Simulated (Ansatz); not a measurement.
For HfO₂ (P2₁/c, No. 14), PBEsol in Ansatz (plane waves, PAW) gives:

| Quantity | Value |
|---|---|
| volume per atom | 11.42 Å³/atom |
| enthalpy of formation | -3.565 eV/atom |

### Question
What does r²SCAN-D4 in Ansatz (PAW) give for the same quantities?

### Answer

- equilibrium volume per atom: 11.47 Å³/atom (increases by 0.4 %)
- formation enthalpy: -3.853 eV/atom (moves by -0.288 eV/atom)

Changes are worked out from the printed values.

Unless a cell is named, each level is at its own relaxed cell (PBEsol 11.42, r²SCAN-D4 11.47 Å³/atom).

Levels without +SOC leave out spin–orbit coupling, which shifts energies and cells of such heavy elements.

Caveats: the relaxation could not lower the start's symmetry, so the cell can be a saddle point above a distorted one (PBEsol, r²SCAN-D4). Ansatz's density-functional and Hartree–Fock values are scalar-relativistic unless marked +SOC, with PAW data made under PBE.

Ansatz is a first-principles code.
